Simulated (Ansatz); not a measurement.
This geometry of AlH₂O (4 atoms, charge 0, multiplicity 2) is a first-order saddle point.

These are results of UKS B3LYP-D4/def2-mTZVP (Ansatz 0.2.0), not measurements.

```xyz
4
Properties=species:S:1:pos:R:3
O -0.029 -0.732 0.639
Al 0.151 0.889 0.140
H 0.456 -1.543 0.467
H -0.522 1.326 -1.266
```

Task: Which two structures does it join? (They come from a converged band through this point; their orientation in space is the band's.)

Result: No bond is made or broken. The dihedral H3–O1–Al2–H4 goes from 0 to 180°.

First end point:

```xyz
4
Properties=species:S:1:pos:R:3
O 0.380 -0.696 0.733
Al 0.207 0.918 0.188
H 0.041 -1.465 0.261
H -0.572 1.183 -1.201
```

Last end point:

```xyz
4
Properties=species:S:1:pos:R:3
O 0.031 -0.899 0.160
Al 0.160 0.811 0.122
H 0.393 -1.444 0.867
H -0.529 1.473 -1.169
```

Task: How far does it lie above each of them?

Result: 9.0 kJ/mol above the first and 14.9 kJ/mol above the second. This is the barrier of this one path; another mechanism may lie lower.

Run time: 2.3 min on 1 CPU thread of a shared host.
